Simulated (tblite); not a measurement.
# CH2O2Se: the cost of one run

Programs: tblite 0.8.0 and PySCF 2.14.0. All values are calculated, for the isolated system unless a continuum is named. Atoms count from 0, parts from 1.

### Step 1. Starting point

6 atoms, charge 0, multiplicity 1; geometry: rigid parts in contact. Parts: 1 = atoms 0–2, `[SeH2]`, charge 0; 2 = atoms 3–5, `O=C=O`, charge 0.

### Step 2. Docking the parts with GFN2-xTB

Job settings and geometry (Å):

```
{"job": {"kind": "dock", "xc": "GFN2-xTB", "basis": "xTB"}, "charge": 0, "multiplicity": 1, "parts": [{"atoms": "0-2", "charge": 0, "multiplicity": 1}, {"atoms": "3-5", "charge": 0, "multiplicity": 1}]}
Se    -0.001843     0.669472    -0.009248
H      1.029521    -0.331922     0.009293
H     -1.027678    -0.337550    -0.000046
O      0.907241     3.057528     2.292896
C     -0.220828     2.875687     2.246089
O     -1.348966     2.693853     2.199218
```

Method: GFN2-xTB search for minima from random contacts, gas phase.

Launch:

```
> OMP_NUM_THREADS=1 python cluster_run.py task.json out
```

This one command runs all jobs of the session in turn.

Q: Estimate the wall time of this first job on 1 thread of Intel Xeon 6975P-C, shared host.

About 2.9 s.
